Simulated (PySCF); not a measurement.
# C₅H₇N: runs on many settings, part 1 of 2

Which settings matter for C₅H₇N (`C=CC(=C)N=C`)?

Programs: PySCF 2.14.0, with density-fitted response routines of our own. Each step states its level of theory. These are calculated values for one molecule, in the gas phase or a continuum, unless marked as measured. Atoms count from 0, in the outputs and in this text.

## 1. The molecule as given

13 atoms, charge 0, multiplicity 1; geometry from: GFN2-xTB.

Bonds of the start (Å): C0–C1 1.33, C1–C2 1.46, C2–C3 1.34, C2–N4 1.39, N4–C5 1.25, C0–H6 1.08, C0–H7 1.08, C1–H8 1.08, C3–H9 1.08, C3–H10 1.08, C5–H11 1.08, C5–H12 1.09.

## 2. Indirect couplings: BP86/aug-pcSseg-1

What the job is given:

```
{"job": {"kind": "j", "xc": "BP86", "basis": "aug-pcSseg-1", "scf": {"damp": 0.1}}, "charge": 0, "multiplicity": 1}
C      2.128180     0.290608     0.424313
C      1.291919    -0.215814    -0.472438
C     -0.148038    -0.342083    -0.273444
C     -0.935813    -0.949098    -1.171802
N     -0.629664     0.092146     0.951924
C     -1.634574     0.828295     1.079303
H      1.776500     0.634629     1.382191
H      3.185303     0.364487     0.234342
H      1.650897    -0.566144    -1.430659
H     -1.991089    -1.074581    -1.000045
H     -0.529330    -1.389732    -2.064688
H     -1.972037     1.067961     2.078003
H     -2.196640     1.259812     0.245271
```

With the program's defaults for keys left out, this is: BP86/aug-pcSseg-1 indirect spin-spin coupling, non-relativistic, gas phase.

Started as:

```sh
> OMP_NUM_THREADS=1 python probes_run.py task.json out
```

This one command runs all jobs of the session in turn.

Log:

```text
damping 0.10 in the first 6 cycles
final grid: 104640 points
cycle   1  E = -249.3320701215  dE =  6.357e-01  |g| = 5.158e-01  |ddm| = 7.385e+00
cycle   2  E = -249.2828231094  dE =  4.925e-02  |g| = 6.748e-01  |ddm| = 2.418e+00
cycle   3  E = -249.0846704749  dE =  1.982e-01  |g| = 1.143e+00  |ddm| = 3.033e+00
cycle   4  E = -248.0832141160  dE =  1.001e+00  |g| = 2.197e+00  |ddm| = 6.802e+00
cycle   5  E = -244.2071839961  dE =  3.876e+00  |g| = 3.901e+00  |ddm| = 9.110e+00
cycle   6  E = -188.9901228717  dE =  5.522e+01  |g| = 9.811e+00  |ddm| = 7.283e+02
cycle   7  E = -194.3935497992  dE = -5.403e+00  |g| = 1.311e+01  |ddm| = 7.283e+02
cycle   8  E = -234.0496764499  dE = -3.966e+01  |g| = 6.521e+00  |ddm| = 5.001e+01
cycle   9  E = -246.9841374399  dE = -1.293e+01  |g| = 3.023e+00  |ddm| = 2.106e+01
cycle  10  E = -239.4249997649  dE =  7.559e+00  |g| = 3.963e+00  |ddm| = 7.146e+01
cycle  11  E = -249.3019053464  dE = -9.877e+00  |g| = 5.839e-01  |ddm| = 7.147e+01
cycle  12  E = -249.3067105866  dE = -4.805e-03  |g| = 5.850e-01  |ddm| = 3.417e+00
cycle  13  E = -249.3906493656  dE = -8.394e-02  |g| = 2.411e-01  |ddm| = 1.541e+00
cycle  14  E = -249.4053128824  dE = -1.466e-02  |g| = 7.268e-02  |ddm| = 5.518e-01
cycle  15  E = -249.4064088387  dE = -1.096e-03  |g| = 2.701e-02  |ddm| = 1.444e-01
cycle  16  E = -249.4065926930  dE = -1.839e-04  |g| = 8.441e-03  |ddm| = 5.444e-02
cycle  17  E = -249.4066104594  dE = -1.777e-05  |g| = 4.254e-03  |ddm| = 3.031e-02
cycle  18  E = -249.4066152187  dE = -4.759e-06  |g| = 1.607e-03  |ddm| = 1.204e-02
cycle  19  E = -249.4066157117  dE = -4.930e-07  |g| = 6.214e-04  |ddm| = 2.887e-03
cycle  20  E = -249.4066158356  dE = -1.239e-07  |g| = 7.176e-05  |ddm| = 1.917e-03
cycle  21  E = -249.4066158906  dE = -5.507e-08  |g| = 1.694e-05  |ddm| = 3.105e-04
cycle  22  E = -249.4066158371  dE =  5.359e-08  |g| = 6.741e-06  |ddm| = 9.967e-05
cycle  23  E = -249.4066158907  dE = -5.367e-08  |g| = 2.006e-06  |ddm| = 2.922e-05
cycle  24  E = -249.4066158907  dE = -1.648e-12  |g| = 1.287e-06  |ddm| = 6.400e-06
converged SCF energy = -249.4066158907

Indirect spin-spin couplings (Hz)
  i      j    bonds     total        FC       PSO       DSO        SD
  0 C    1 C    1     97.989   106.931    -9.102     0.159         -
  0 C    2 C    2     -3.368    -3.519     0.172    -0.020         -
  0 C    3 C    3      6.315     5.702     0.711    -0.098         -
  0 C    4 N    3     -2.466    -2.421     0.045    -0.015    -0.076
  0 C    5 C    4     -0.438    -0.407     0.027    -0.057         -
  0 C    6 H    1    155.128   154.076     0.397     0.655         -
  0 C    7 H    1    161.062   159.913     0.569     0.580         -
  0 C    8 H    2     -1.866    -0.179    -1.150    -0.537         -
  0 C    9 H    4      0.199     0.165     0.420    -0.386         -
  0 C   10 H    4     -0.616    -0.714     0.402    -0.304         -
  0 C   12 H    5      0.228     0.273     0.177    -0.221         -
  1 C    2 C    1     77.538    80.010    -2.750     0.279         -
  1 C    3 C    2      2.409     2.353     0.082    -0.026         -
  1 C    4 N    2     -4.941    -5.030     0.075    -0.008     0.022
  1 C    5 C    3      4.762     4.553     0.295    -0.086         -
  1 C    6 H    2     -3.945    -2.097    -1.389    -0.458         -
  1 C    7 H    2     -2.880    -1.138    -1.234    -0.508         -
  1 C    8 H    1    154.220   152.926     0.395     0.898         -
  1 C    9 H    3      9.310     9.442     0.346    -0.478         -
  1 C   10 H    3      4.994     5.058    -0.120     0.056         -
  1 C   11 H    4     -0.879    -0.825     0.287    -0.340         -
  1 C   12 H    4     -0.786    -0.769     0.197    -0.214         -
  2 C    3 C    1     99.802   107.799    -8.222     0.225         -
  2 C    4 N    1    -10.056   -12.156     2.415    -0.115    -0.200
  2 C    5 C    2     -3.571    -3.212    -0.291    -0.068         -
  2 C    6 H    3      6.251     6.344    -0.136     0.043         -
  2 C    7 H    3      9.753     9.863     0.322    -0.432         -
  2 C    8 H    2      5.600     6.181    -0.475    -0.107         -
  2 C    9 H    2     -4.997    -3.328    -1.324    -0.346         -
  2 C   10 H    2     -0.888     0.738    -1.284    -0.341         -
  2 C   11 H    3     12.403    12.580     0.388    -0.565         -
  2 C   12 H    3      7.138     7.317    -0.204     0.024         -
  3 C    4 N    2     -0.045     0.187    -0.489     0.017     0.240
  3 C    5 C    3      7.544     7.332     0.246    -0.034         -
  3 C    6 H    4     -1.516    -1.570     0.399    -0.346         -
  3 C    7 H    4     -1.234    -1.325     0.441    -0.350         -
  3 C    8 H    3      2.709     2.876    -0.186     0.019         -
  3 C    9 H    1    161.665   160.335     0.647     0.683         -
  3 C   10 H    1    158.614   157.343     0.609     0.663         -
  3 C   11 H    4     -1.878    -1.874     0.386    -0.390         -
  3 C   12 H    4     -0.993    -1.026    -0.062     0.096         -
  4 N    5 C    1    -20.242   -26.420     7.757    -0.063    -1.516
  4 N    6 H    4      0.184     0.237     0.044    -0.195     0.098
  4 N    7 H    4     -0.165    -0.189    -0.106     0.119     0.010
  4 N    8 H    3     -2.519    -2.625    -0.060     0.187    -0.022
  4 N    9 H    3     -1.069    -1.148    -0.028     0.007     0.100
  4 N   10 H    3     -1.676    -1.666    -0.228     0.212     0.007
  4 N   11 H    2     -7.382    -8.728     1.301     0.203    -0.158
  4 N   12 H    2      4.443     2.950     1.305     0.251    -0.063
  5 C    6 H    5      0.350     0.297     0.120    -0.067         -
  5 C    7 H    5      0.216     0.265     0.275    -0.323         -
  5 C    8 H    4      0.579     0.596     0.396    -0.413         -
  5 C    9 H    4     -1.702    -1.658    -0.165     0.122         -
  5 C   10 H    4     -1.349    -1.338     0.404    -0.415         -
  5 C   11 H    1    171.366   170.706    -0.030     0.690         -
  5 C   12 H    1    155.511   154.923    -0.165     0.754         -
  6 H    7 H    2     -1.373    -1.238     3.377    -3.512         -
  6 H    8 H    3     13.070    13.901     2.433    -3.264         -
  6 H    9 H    5      0.543     0.687     1.066    -1.209         -
  6 H   10 H    5      0.423     0.593     1.166    -1.335         -
  6 H   12 H    6     -0.166    -0.073     0.651    -0.744         -
  7 H    8 H    3      8.032     8.407     0.319    -0.694         -
  7 H    9 H    5      1.147     1.310     1.232    -1.395         -
  7 H   10 H    5      0.682     0.777     0.821    -0.916         -
  7 H   11 H    6     -0.247    -0.108     0.882    -1.021         -
  7 H   12 H    6     -0.199    -0.051     0.929    -1.078         -
  8 H    9 H    4     -0.150     0.123     1.423    -1.696         -
  8 H   11 H    5      0.205     0.405     1.314    -1.513         -
  9 H   10 H    2     -2.761    -2.690     3.349    -3.420         -
  9 H   11 H    5      0.238     0.376     0.773    -0.910         -
  9 H   12 H    5      0.170    -0.010    -1.044     1.224         -
 10 H   11 H    5      0.232     0.446     1.443    -1.657         -
 11 H   12 H    2     11.696    11.967     3.097    -3.368         -
```

It took 44 s on 1 thread of Arm Neoverse V2, shared host; peak memory 0.72 GiB.

This basis has no tight s functions, so the Fermi-contact terms are rough.

A choice of the couplings up to four bonds, sorted by the number of bonds; isotopes 13C, 1H, 15N:

```csv
pair,bonds,J (Hz),Fermi contact (Hz),dihedral (°)
C5–H11,1,171.4,170.7,–
C3–H9,1,161.7,160.3,–
C0–H7,1,161.1,159.9,–
C3–H10,1,158.6,157.3,–
C5–H12,1,155.5,154.9,–
C0–H6,1,155.1,154.1,–
C1–H8,1,154.2,152.9,–
C2–C3,1,99.8,107.8,–
C0–C1,1,98.0,106.9,–
H11–H12,2,11.7,12.0,–
N4–H11,2,-7.4,-8.7,–
C2–H8,2,5.6,6.2,–
C2–H9,2,-5.0,-3.3,–
C1–N4,2,-4.9,-5.0,–
N4–H12,2,4.4,3.0,–
C1–H6,2,-3.9,-2.1,–
C2–C5,2,-3.6,-3.2,–
C0–C2,2,-3.4,-3.5,–
H6–H8,3,13.1,13.9,-180
C2–H11,3,12.4,12.6,176
C2–H7,3,9.8,9.9,180
C1–H9,3,9.3,9.4,177
H7–H8,3,8.0,8.4,0
C3–C5,3,7.5,7.3,-52
C2–H12,3,7.1,7.3,-4
C0–C3,3,6.3,5.7,-175
C2–H6,3,6.3,6.3,1
C3–H11,4,-1.9,-1.9,–
C5–H9,4,-1.7,-1.7,–
C3–H6,4,-1.5,-1.6,–
C5–H10,4,-1.3,-1.3,–
C3–H7,4,-1.2,-1.3,–
```

The spin-dipole term was solved for some atoms only; pairs without it lack that part.

Quadrupole couplings from the field gradients of the same density:

```csv
atom,isotope,eQq/h (MHz),η
N4,14N,-5.001,0.42
```

## 3. NMR shieldings: PBE0/def2-SVPD

Same as in step 2 but for these lines:

```diff
@@ -1,2 +1,2 @@
-{"job": {"kind": "j", "xc": "BP86", "basis": "aug-pcSseg-1", "scf": {"damp": 0.1}}, "charge": 0, "multiplicity": 1}
+{"job": {"kind": "nmr", "xc": "PBE0", "basis": "def2-SVPD", "pop": false, "scf": {"aux": "def2-qzvpp-jkfit"}}, "charge": 0, "multiplicity": 1}
 C      2.128180     0.290608     0.424313
```

Level: GIAO PBE0/def2-SVPD NMR shielding, non-relativistic, gas phase.

Log:

```text
final grid: 104640 points
cycle   1  E = -248.9160146336  dE =  7.454e-01  |g| = 3.505e-01  |ddm| = 6.024e+00
cycle   2  E = -248.9024728080  dE =  1.354e-02  |g| = 4.363e-01  |ddm| = 1.516e+00
cycle   3  E = -248.9486677369  dE = -4.619e-02  |g| = 1.063e-01  |ddm| = 7.609e-01
cycle   4  E = -248.9509565855  dE = -2.289e-03  |g| = 3.245e-02  |ddm| = 1.689e-01
cycle   5  E = -248.9511472346  dE = -1.906e-04  |g| = 1.454e-02  |ddm| = 6.118e-02
cycle   6  E = -248.9512049970  dE = -5.776e-05  |g| = 2.317e-03  |ddm| = 2.533e-02
cycle   7  E = -248.9512062261  dE = -1.229e-06  |g| = 8.263e-04  |ddm| = 5.492e-03
cycle   8  E = -248.9512064048  dE = -1.787e-07  |g| = 2.671e-04  |ddm| = 1.776e-03
cycle   9  E = -248.9512064219  dE = -1.713e-08  |g| = 9.939e-05  |ddm| = 5.568e-04
cycle  10  E = -248.9512064246  dE = -2.622e-09  |g| = 1.506e-05  |ddm| = 1.992e-04
cycle  11  E = -248.9512064246  dE = -5.508e-11  |g| = 5.435e-06  |ddm| = 5.054e-05
converged SCF energy = -248.9512064246

GIAO shielding tensors (ppm)
atom      isotropic    diamagn.    paramagn.     s11        s22        s33       span
  0 C       79.669     275.618    -195.950    -21.839     76.295    184.550    206.389
  1 C       60.231     264.930    -204.699    -44.846     69.101    156.437    201.283
  2 C       38.817     266.036    -227.218    -61.498     38.184    139.765    201.263
  3 C      100.511     256.445    -155.935     39.968     95.658    165.906    125.938
  4 N     -103.472     283.964    -387.436   -407.444   -137.751    234.780    642.223
  5 C       50.370     253.625    -203.255    -27.172     37.166    141.115    168.287
  6 H       25.875      35.352      -9.477     23.619     24.678     29.328      5.710
  7 H       26.353      25.640       0.713     24.146     25.950     28.963      4.818
  8 H       25.081      34.327      -9.246     22.266     24.030     28.946      6.680
  9 H       27.442      27.552      -0.110     25.226     26.744     30.356      5.130
 10 H       27.513      34.940      -7.427     25.620     27.053     29.865      4.245
 11 H       24.566      33.447      -8.881     23.207     24.661     25.829      2.622
 12 H       23.815      33.169      -9.354     21.600     24.110     25.735      4.136
```

Run time: 13 s. Hardware: 1 thread of Arm Neoverse V2, shared host; peak memory 0.83 GiB.

Shifts follow as δ = σ(reference) − σ, with reference shieldings (ppm) from runs at the same level and on the same kind of geometry: ¹H TMS 31.88, ¹³C TMS 194.1, ¹⁵N NH3 269.2. The references are single molecules in the gas phase, so shifts against H2O, NH3, PH3, H3PO4 or CFCl3 are not on the usual liquid scales and can be off by tens of ppm.

```csv
atoms,environment,σ (ppm),δ (ppm)
C2,fully substituted alkene carbon,38.8,155.3
C5,C=N carbon,50.4,143.8
C1,alkene CH,60.2,133.9
C0,terminal =CH2 carbon,79.7,114.5
C3,terminal =CH2 carbon,100.5,93.6
H12,hydrogen on a C=N carbon,23.82,8.06
H11,hydrogen on a C=N carbon,24.57,7.31
H8,hydrogen on an alkene CH,25.08,6.80
H6,hydrogen on a terminal =CH2 carbon,25.88,6.00
H7,hydrogen on a terminal =CH2 carbon,26.35,5.52
H9,hydrogen on a terminal =CH2 carbon,27.44,4.43
H10,hydrogen on a terminal =CH2 carbon,27.51,4.36
N4,imine nitrogen,-103.5,372.7
```

(Continued in part 2 of 2.)
